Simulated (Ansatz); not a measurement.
A made-up structure of CH$_{3}$AlF, doublet:

C1  (-0.561, 0.045, -0.867)
Al2  (1.924, -0.742, 0.727)
F3  (0.441, -0.014, 0.761)
H4  (-1.546, 0.503, -0.950)
H5  (-0.218, -0.372, -1.811)
H6  (0.163, 0.329, 1.557)
(Å)

It is relaxed with PBE-D4/def2-SVP and then PBE0-D4/def2-TZVP (Ansatz 0.2.0). Atoms count as bonded within 1.22 times the sum of their covalent radii (H–H: 0.88 Å). The end point is not checked to be a true minimum.

Task: Does its bonding change? (Judge from chemistry; the calculation decides.)

Result: By the calculation: Yes. Formed: C1–Al2; broken: Al2–F3.

Where it ends: The first stage lowers the energy by 5.97 eV in 32 steps. It ends as a complex of CH₂Al ([CH2][Al]) + HF:
C1  (-0.302, -0.204, -1.301)
Al2  (1.243, -0.622, -0.164)
F3  (0.039, 0.475, 1.868)
H4  (-1.205, 0.310, -0.960)
H5  (-0.379, -0.453, -2.363)
H6  (0.806, 0.243, 2.338)
(Å)

Labels in which every atom is bracketed show which atoms are joined, not bond orders.

For scale, one of the runs: PBE0-D4/def2-TZVP relaxation, 117 basis functions, launched by `ansatz run in.yaml --threads 2 --pin off --events-out ev --progress --plain --max-ram 4352MiB`. Hardware: 2 CPU threads of an Arm Neoverse V2, shared host. Wall time about 23 s.
